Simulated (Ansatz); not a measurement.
Changing the shape of P2, singlet

Computed with Ansatz's Gaussian-basis code (development build). Basis cc-pVDZ, nonrelativistic, 10 orbitals frozen in the corrections; active space CAS(10,8). Restricted Hartree–Fock, then the lowest state-specific CASSCF solution met for each case. On stretched bonds single-reference methods can fail or change state. Unlike active orbitals can shift such differences by tenths of an eV, at times by over 1 eV.

Case A: bond length 1.7397 Å.

Case B: bond length 2.0423 Å.

Case C: bond length 1.8910 Å.

Energy less that of case A, in eV:

```
case  RHF/ROHF
   B    +0.102
   C    -0.454
```

Problem. Give the SC-NEVPT2 energies against case A.

Solution. B: -0.778 eV (-17.9 kcal/mol); C: -0.865 eV (-19.9 kcal/mol).

Problem. Which case is lowest, and do the methods agree?

Solution. C is lowest in SC-NEVPT2. Of the methods shown, RHF/ROHF agrees.
